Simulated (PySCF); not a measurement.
```xyz
5
charge 0 multiplicity 1, angstrom
S     0.0001   -0.2544   -0.1357
N     0.0005   -1.5091   -0.8050
F     1.1533    0.2005    0.8611
F    -0.0006    1.1401   -0.9011
F    -1.1532    0.1995    0.8615
```

Method: PBE0 in PySCF with S def2-SVP, N def2-SVP, F def2-SVP; no relativity; density-fitted integrals.

This geometry of SNF₃ is a stationary point at this level.

Question: What is the point group?

Answer: C3v.

Question: Is it a minimum?

Answer: Yes: all harmonic wavenumbers are real.

Question: Give the atomic charges and bond orders.

Answer: 
| atom | Mulliken | Löwdin | polar tensor | Mayer order to S1 |
| --- | --- | --- | --- | --- |
| S1 | 1.14 | 1.17 | 2.16 | – |
| N2 | -0.33 | -0.49 | -0.39 | 2.48 |
| F3,4,5 | -0.27 | -0.23 | -0.59 | 0.90 |

Question: Give the ideal-gas entropy at 298.15 K and 1 bar by parts.

Answer: translation 166.7, rotation 97.9, vibration 23.5, spin 0.0; total 288.1 J/(mol K).

Only a few start shapes were tried, so a lower isomer may exist.
